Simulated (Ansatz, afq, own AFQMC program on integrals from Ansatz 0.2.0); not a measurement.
Two steps: Ansatz 0.2.0 writes the Fock matrix and Cholesky factors of the valence space, and afq projects on them the lowest state that overlaps trial and start.

```yaml
crystal:
  periodic: [false, false, false]
  atoms:
    - {symbol: Al, position_ang: [0.000000, 0.000000, 0.000000]}
    - {symbol: P, position_ang: [0.000000, 0.000000, 2.208000]}
basis:
  gaussian: {orbitals: 6-31G}
magnetization: {spin_polarized: true, initial_magnetization: 2}
correlation: {method: ccsd_t, electrons: outside_noble_gas, hamiltonian_folder: ham}
```

```sh
$ ansatz run in.yaml --threads 1 --pin off --events-out ev --progress --plain --max-ram 16896MiB --backend cuda --devices 0, --max-vram 18GiB
```

afq runs on the folder ham with

```
--method free --trial cisd --walkers 4000 --time-step 0.03 --max-blocks 4000 --target-error 0.00034 --factor-cut 1e-05 --seed 4173 --times 0,0.3,0.6,1.2,1.8,2.4,3.6,4.8,6 --taylor-order 8
```

Times are imaginary, in 1/Eh. The walk had a cap of 61 s.

```
orbitals 16  electrons 5 3  factors 86 of 278
reference energy -582.53997512 Eh
CCSD correlation -0.08287919 Eh in 15 cycles, weight of the determinant in the CISD state 0.8637
repeat  energy at the last time / Eh  error
    10  -582.627274  0.000111
    20  -582.627350  0.000076
    30  -582.627310  0.000065
time / (1/Eh)  energy / Eh  error  mean overlap
  0.00  -582.622850  0.000020  1.1577
  0.30  -582.624200  0.000031  1.1568
  0.60  -582.624996  0.000035  1.1594
  1.20  -582.625910  0.000042  1.1630
  1.80  -582.626435  0.000033  1.1659
  2.40  -582.626701  0.000030  1.1714
  3.60  -582.627253  0.000109  1.1729
  4.80  -582.627141  0.000097  1.1797
  6.00  -582.627327  0.000065  1.1854
energy -582.627327 +/- 0.000065 Eh
```

Estimate how long the walk took on 1 × NVIDIA H100 80GB HBM3 with 2 threads of AMD EPYC 7R13 Processor (Zen 3), on a shared host (the card was shared).

20 s of wall time.

The run failed at least one of its tests; the cautions name the faults.

Against this walk (error 1.8 meV) on the same determinant: CCSD(T) 34.3 meV higher, CCSDT(Q) 9.0 meV lower, CCSDTQ 6.2 meV lower, full CI 6.2 meV lower. The error is statistical, and a free projection of finite length keeps a remainder of its start. The last points scatter (meV from the last: 24.3 ± 0.9 at 1.80, 17.0 ± 0.8 at 2.40, 2 ± 3 at 3.60, 5 ± 3 at 4.80, 0.0 ± 1.8 at 6.00); the last is the one printed as the energy, and the gaps above move with that scatter. Full CI is exact here, so the walk's 6 meV above it is the walk's own error: what remains of the start.

Cautions: remainder of the start not in the error; phase noise grows fast; lower spins were not checked; an unrestricted solution with more broken spin lies lower (170 meV, ⟨S²⟩ 2.23); raised T1 diagnostic (T1 0.049, weight of the determinant 0.86, largest double 0.10); unrestricted determinant slightly spin contaminated (⟨S²⟩ 2.08 against 2.00).

CCSDT and higher add their correlation energy to the determinant of the CCSD(T) run, since their own runs factorise the integrals more tightly (a shift of under 2 meV). A walk keeps the symmetry of its determinant, which the program's search chose and which needn't be the lowest solution, so a lower state of the same spin and another symmetry isn't excluded.
